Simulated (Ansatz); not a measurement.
Results of PBE (plane waves, PAW; Ansatz, an electronic-structure program) for fcc Pd.

Settings: plane-wave cutoff 520 eV, 28×28×28 k mesh, Fermi–Dirac smearing 0.04 eV (set by the program), scalar-relativistic PAW data made under PBE.

The cell has the measured lattice: a = 3.890 Å, b = 3.890 Å, c = 3.890 Å, α = 90.00°, β = 90.00°, γ = 90.00°.

### Question
Estimate the elastic constant C12, polycrystal shear modulus (Hill average), Poisson ratio, Young modulus, elastic constant C11 and elastic constant C44 that the calculation returns.

### Answer

elastic constant C12: 190 GPa
polycrystal shear modulus (Hill average): 50.3 GPa
Poisson ratio: 0.388
Young modulus: 140 GPa
elastic constant C11: 245 GPa
elastic constant C44: 75.0 GPa

Measured, for comparison: elastic constant C12 176 GPa, elastic constant C11 234 GPa, elastic constant C44 71.2 GPa (0 K, extrapolated to 0 K; zero-point effects included; as tabulated in Malica and Corso (2021), arXiv:2109.00459). Computed (rounded) less measured: elastic constant C12 +8 %, elastic constant C11 +5 %, elastic constant C44 +5 %.

Note: the cell isn't this level's own, so it is under some stress, which shifts stiffness and frequencies.

Elastic constants are with the ions relaxed.

The computed numbers hold no vibrational or temperature effects.

Computing time: about 3 core-minutes (a rough figure).
